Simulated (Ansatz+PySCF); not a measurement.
The numbers below are computed, except where a source is named.
## PySCF 2.14.0 run

```python
from pyscf import gto, scf, mp

mol = gto.M(atom="""
C 0.000000 0.000000 0.205670
H -0.524280 0.000000 -0.802810
H 0.524280 0.000000 -0.802810
H 0.000000 -0.963290 0.699980
H 0.000000 0.963290 0.699980
""", basis='cc-pvtz', charge=1, spin=1)
mf = scf.UHF(mol)
mf.kernel()
pt = mp.MP2(mf, frozen=1).run()
print(mf.e_tot, pt.e_corr, pt.e_tot)
```

The script is written out from the run's settings.

Results

```yaml
Converged: yes
Reference_energy: -39.78293 hartree
Correlation_energy: -0.15939 hartree
Total_energy: -39.94233 hartree
Spin_squared_of_the_determinant: 0.757
```

Caution: MP2 on this radical cation hangs on the determinant chosen.
